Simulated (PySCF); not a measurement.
**Frontier levels across methods**

Species: SO₂.
Z-matrix (Å and degrees, PBE0-D3(BJ)/def2-SVP geometry), rows numbered from 1:
```
O 
S   1  1.4537
O   2  1.4538  1  118.43
```

Basis pcSseg-2 throughout (PySCF), one geometry. Geometry: PBE0-D3(BJ)/def2-SVP; no solvent, vibrations or thermal averaging.

Problem. How do the orbital energies, the gap and the dipole change with the method?

Solution. 
```json
{"method": "BLYP", "kind": "GGA", "HOMO (eV)": "-7.91", "LUMO (eV)": "-4.42", "gap (eV)": "3.48", "μ (D)": "1.78", "SCF cycles": "14"}
{"method": "OPBE", "kind": "GGA", "HOMO (eV)": "-7.92", "LUMO (eV)": "-4.47", "gap (eV)": "3.46", "μ (D)": "1.61", "SCF cycles": "16"}
{"method": "PBE", "kind": "GGA", "HOMO (eV)": "-7.98", "LUMO (eV)": "-4.52", "gap (eV)": "3.46", "μ (D)": "1.71", "SCF cycles": "15"}
{"method": "B97-D", "kind": "GGA", "HOMO (eV)": "-8.01", "LUMO (eV)": "-4.51", "gap (eV)": "3.50", "μ (D)": "1.75", "SCF cycles": "15"}
{"method": "BP86", "kind": "GGA", "HOMO (eV)": "-8.10", "LUMO (eV)": "-4.62", "gap (eV)": "3.48", "μ (D)": "1.74", "SCF cycles": "15"}
{"method": "KT2", "kind": "GGA", "HOMO (eV)": "-8.11", "LUMO (eV)": "-4.53", "gap (eV)": "3.59", "μ (D)": "1.73", "SCF cycles": "16"}
{"method": "KT3", "kind": "GGA", "HOMO (eV)": "-8.12", "LUMO (eV)": "-4.56", "gap (eV)": "3.56", "μ (D)": "1.70", "SCF cycles": "16"}
{"method": "LDA", "kind": "LDA", "HOMO (eV)": "-8.19", "LUMO (eV)": "-4.75", "gap (eV)": "3.44", "μ (D)": "1.76", "SCF cycles": "15"}
{"method": "B3LYP", "kind": "global hybrid", "HOMO (eV)": "-9.36", "LUMO (eV)": "-3.89", "gap (eV)": "5.47", "μ (D)": "1.92", "SCF cycles": "12"}
{"method": "PBE0", "kind": "global hybrid", "HOMO (eV)": "-9.58", "LUMO (eV)": "-3.64", "gap (eV)": "5.95", "μ (D)": "1.88", "SCF cycles": "12"}
{"method": "mPW1PW91", "kind": "global hybrid", "HOMO (eV)": "-9.62", "LUMO (eV)": "-3.67", "gap (eV)": "5.95", "μ (D)": "1.89", "SCF cycles": "12"}
{"method": "HF", "kind": "Hartree–Fock", "HOMO (eV)": "-13.55", "LUMO (eV)": "0.04", "gap (eV)": "13.59", "μ (D)": "2.34", "SCF cycles": "10"}
```

The HOMO spans 5.64 eV, from BLYP down to HF, and the gap runs from 3.44 eV (LDA) to 13.59 eV (HF). Over the methods BLYP (0 %), OPBE (0 %), PBE (0 %), B97-D (0 %), BP86 (0 %), KT2 (0 %), KT3 (0 %), LDA (0 %), B3LYP (20 %), PBE0 (25 %), mPW1PW91 (25 %), HF (100 %), a straight line through the gap against the share of exact exchange rises by 1.01 eV for each 10 % (correlation coefficient 1.000). The dipole ranges from 1.61 D (OPBE) to 2.34 D (HF). This basis has no diffuse functions.

Reference dipole: 1.63 D (measured, gas; NIST CCCBDB Release 22 (SRD 101), experimental dipoles); nearest here: OPBE (1.61 D). 

The vertical ΔSCF ionisation energy at B3LYP/def2-SVPD is 12.53 eV; −ε(HOMO) comes closest to it with HF (13.55 eV).
